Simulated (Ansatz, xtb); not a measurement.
# Relative energy of two isomers of C5H6S

Structure X: `Cc1cccs1`, a singlet. Structure Y: `Cc1ccsc1`, a singlet. Both are isolated molecules in the gas phase, relaxed with PBE0-D3(BJ)/def2-SVP.

X (Å):

```
atom    x (Å)    y (Å)    z (Å)
   C   0.1430   0.5236   2.7301
   C  -0.5988   0.0426   1.5285
   C  -0.3466   0.3067   0.2055
   C  -1.2645  -0.3249  -0.6824
   C  -2.2070  -1.0638  -0.0211
   S  -1.9780  -0.9924   1.6815
   H  -0.5025   1.1078   3.4051
   H   0.5630  -0.3101   3.3150
   H   0.9758   1.1693   2.4184
   H   0.4804   0.9410  -0.1189
   H  -1.2267  -0.2345  -1.7689
   H  -3.0250  -1.6476  -0.4408
```

Y (Å):

```yaml
atoms:
  - { symbol: C, position_ang: [-1.5141, -0.8679, 2.3485] }
  - { symbol: C, position_ang: [-0.8960, -0.0305, 1.2736] }
  - { symbol: C, position_ang: [-0.2020, -0.5640, 0.1415] }
  - { symbol: C, position_ang: [0.2732, 0.4026, -0.7025] }
  - { symbol: C, position_ang: [-0.9184, 1.3421, 1.2401] }
  - { symbol: S, position_ang: [-0.1132, 1.9772, -0.1383] }
  - { symbol: H, position_ang: [-2.2850, -1.5391, 1.9373] }
  - { symbol: H, position_ang: [-0.7609, -1.5027, 2.8420] }
  - { symbol: H, position_ang: [-1.9870, -0.2448, 3.1200] }
  - { symbol: H, position_ang: [-0.0637, -1.6326, -0.0341] }
  - { symbol: H, position_ang: [0.8317, 0.2724, -1.6285] }
  - { symbol: H, position_ang: [-1.3737, 2.0151, 1.9661] }
```

Energies in hartree; the thermal terms are from GFN2-xTB frequencies at re-optimised GFN2-xTB minima (ideal gas, soft modes damped towards free rotors, one conformer each, 298.15 K, 1 atm) and include the zero-point energy:

```
                              X           Y
E, CCSD(T)/def2-SVP  −590.962087  −590.961714
    E, MP2/def2-SVP  −590.881067  −590.880589
  E, MP2/def2-TZVPP  −591.418527  −591.418580
  zero-point energy     0.092287     0.092350
       H(298 K) − E     0.099223     0.099235
       G(298 K) − E     0.062346     0.062526
```

Correct the CCSD(T) difference for the basis set by the MP2 change, then work out ΔE, ΔE₀, ΔH and ΔG for X → Y in kJ/mol (1 Eh = 2625.50 kJ/mol) and the equilibrium ratio [Y]/[X].

1. Differences Y − X: CCSD(T) +0.000373, MP2 in the small set +0.000478, MP2 in the large set −0.000053 Eh.
2. ΔE = +0.000373 + (−0.000053 − (+0.000478)) = −0.000158 Eh = −0.41 kJ/mol.
3. ΔE₀ = ΔE + ΔZPE = −0.000158 + (+0.000063) Eh = −0.25 kJ/mol.
4. ΔH = ΔE + (+0.000012) Eh = −0.38 kJ/mol.
5. ΔG = ΔE + (+0.000180) Eh = +0.06 kJ/mol, so ΔS = (ΔH − ΔG)/T = −1.5 J/(mol K).
6. kT = 0.9442 mEh, so K = [Y]/[X] = exp(−ΔG/kT) = exp(−0.02) ≈ 0.98.

The two are too close for this level to say which is favoured. An error of 4 kJ/mol in ΔG would change K by a factor of 5. Mirror images and further conformers aren't counted.

As drawn, both hold the same kinds of bond in the same numbers.

Tabulated enthalpies of formation at 298 K (CRC Handbook of Chemistry and Physics) are 83.5 kJ/mol for X and 82.5 kJ/mol for Y, so the tabulated ΔH is −1.00 kJ/mol and the calculation departs from it by +0.62 kJ/mol.

Other levels gave ΔE = −2.0 (GFN2-xTB); +0.7 (HF/STO-3G, GFN2-xTB geometries); +2.0 (r2SCAN-D4/def2-SVP, GFN2-xTB geometries); +1.7 (PBE0-D3(BJ)/def2-SVP); +1.3 (HF/def2-SVP); +1.3 (MP2/def2-SVP); +1.0 (CCSD(T)/def2-SVP) kJ/mol. The correlated steps freeze 10 core orbitals. Programs: Ansatz 0.2.0, xtb 6.7.1.
